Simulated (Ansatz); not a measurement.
Basis-set extrapolation for C₂HFO₂, SMILES `O=C1OC1F` (PBE0-D4/def2-TZVP geometry, frozen core, Ansatz). Multiplicity 1, RHF reference.

|  | def2-TZVPP | def2-QZVPP |
| --- | --- | --- |
| HF | -325.557336 | -325.571464 |
| MP2 correlation | -1.016267 | -1.097080 |
| CCSD(T) correlation | -1.058975 | not run |

Energies in hartree. Use E(X) = E(∞) + A·exp(−7.88·√X) for Hartree–Fock and E(X) = E(∞) + B·X^(−2.97) for correlation, with X = 3 and 4, and add CCSD(T) minus MP2 of the smaller set to the MP2 limit.

Task: What is the CCSD(T) energy at the basis-set limit?

Result: HF limit: -325.571464 + (-0.014128) × 0.13774 = -325.57341. MP2 limit: -1.097080 + (-0.080813) × 0.74074 = -1.15694. Higher-order term: -1.058975 − (-1.016267) = -0.04271. Total: -326.77306 hartree, 411.5 kJ/mol below CCSD(T)/def2-TZVPP.
